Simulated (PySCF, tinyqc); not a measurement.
Inside a calculation. Method: RHF in the sto-6g basis, for LiH, spin multiplicity 1. The lowest restricted solution is unstable here: a spin-polarised one lies 0.0231 hartree lower (PySCF). One step of it, computed by the program tinyqc.

Task: Iteration 3: diagonalisation and new density. A level shift of 0.2 hartree raises the virtual space: F + shift (S - S D(s) S), with D(s) the density of one spin (D/2). Diagonalise F' = X^T F X, C = X C', fill 2 alpha and 2 beta electrons from the bottom; D = 2 C_occ C_occ^T. Each column has its largest component positive (the first on a tie).

Fock matrix F (hartree):
```
            1Li 1s     1Li 2s    1Li 2px    1Li 2py    1Li 2pz      2H 1s
1Li 1s   -2.436366  -0.626438  -0.005296   0.002572  -0.001878  -0.030835
1Li 2s   -0.626438  -0.138928   0.005924  -0.001088   0.024259  -0.014370
1Li 2px  -0.005296   0.005924   0.116128   0.005983  -0.024699  -0.052453
1Li 2py   0.002572  -0.001088   0.005983   0.142606   0.005327   0.011321
1Li 2pz  -0.001878   0.024259  -0.024699   0.005327   0.122515  -0.101091
2H 1s    -0.030835  -0.014370  -0.052453   0.011321  -0.101091  -0.035105
```

X:
```
            1Li 1s     1Li 2s   1Li 2px   1Li 2py    1Li 2pz      2H 1s
1Li 1s    1.022203  -0.125079  0.000000  0.000000  -0.004163   0.015524
1Li 2s   -0.125079   1.041078  0.000000  0.000000   0.027640  -0.117529
1Li 2px   0.000000   0.000000  1.000000  0.000000   0.000000   0.000000
1Li 2py   0.000000   0.000000  0.000000  1.000000   0.000000   0.000000
1Li 2pz  -0.004163   0.027640  0.000000  0.000000   1.039483  -0.168683
2H 1s     0.015524  -0.117529  0.000000  0.000000  -0.168683   1.058078
```

D after iteration 2:
```
            1Li 1s     1Li 2s    1Li 2px    1Li 2py    1Li 2pz      2H 1s
1Li 1s    2.014644  -0.099399   0.073756  -0.023643   0.019727   0.214448
1Li 2s   -0.099399   0.568968  -0.371648   0.080019  -0.081998  -0.921914
1Li 2px   0.073756  -0.371648   0.242798  -0.052311   0.053585   0.602426
1Li 2py  -0.023643   0.080019  -0.052311   0.011301  -0.011558  -0.129916
1Li 2pz   0.019727  -0.081998   0.053585  -0.011558   0.011832   0.133009
2H 1s     0.214448  -0.921914   0.602426  -0.129916   0.133009   1.495228
```

overlap S:
```
           1Li 1s    1Li 2s   1Li 2px   1Li 2py   1Li 2pz     2H 1s
1Li 1s   1.000000  0.235742  0.000000  0.000000  0.000000  0.010344
1Li 2s   0.235742  1.000000  0.000000  0.000000  0.000000  0.208316
1Li 2px  0.000000  0.000000  1.000000  0.000000  0.000000  0.000000
1Li 2py  0.000000  0.000000  0.000000  1.000000  0.000000  0.000000
1Li 2pz  0.000000  0.000000  0.000000  0.000000  1.000000  0.307337
2H 1s    0.010344  0.208316  0.000000  0.000000  0.307337  1.000000
```

Give: F' = X^T F X; orbital energies; coefficients C; D after iteration 3.

Result:

F' = X^T F X (hartree):
```
         1        2        3        4        5        6
1  -2.3857  -0.3656  -0.0097   0.0043  -0.0121  -0.0041
2  -0.3656   0.1398   0.0417  -0.0089   0.0618   0.0525
3  -0.0097   0.0417   0.2918   0.0112  -0.0317  -0.1081
4   0.0043  -0.0089   0.0112   0.3415   0.0068   0.0233
5  -0.0121   0.0618  -0.0317   0.0068   0.3590  -0.1676
6  -0.0041   0.0525  -0.1081   0.0233  -0.1676   0.0743
```

orbital energies (hartree): MO1 -2.4375, MO2 -0.0697, MO3 0.2117, MO4 0.3273, MO5 0.3439, MO6 0.4450

coefficients C:
```
             MO1      MO2      MO3      MO4      MO5      MO6
1Li 1s    0.9945   0.0935  -0.2436  -0.0276   0.0011  -0.0542
1Li 2s    0.0225  -0.4081   0.9366   0.1109  -0.0013   0.2397
1Li 2px   0.0013   0.3140  -0.0115   0.9124   0.2093   0.1584
1Li 2py  -0.0011  -0.0679   0.0038  -0.1949   0.9779  -0.0346
1Li 2pz   0.0011   0.2557  -0.0275  -0.2601   0.0009   0.9879
2H 1s    -0.0026   0.8265   0.2675  -0.1745  -0.0001  -0.6139
```

D after iteration 3:
```
          1Li 1s   1Li 2s  1Li 2px  1Li 2py  1Li 2pz    2H 1s
1Li 1s    1.9955  -0.0315   0.0614  -0.0148   0.0501   0.1495
1Li 2s   -0.0315   0.3341  -0.2562   0.0553  -0.2086  -0.6747
1Li 2px   0.0614  -0.2562   0.1972  -0.0426   0.1606   0.5191
1Li 2py  -0.0148   0.0553  -0.0426   0.0092  -0.0347  -0.1122
1Li 2pz   0.0501  -0.2086   0.1606  -0.0347   0.1307   0.4226
2H 1s     0.1495  -0.6747   0.5191  -0.1122   0.4226   1.3664
```
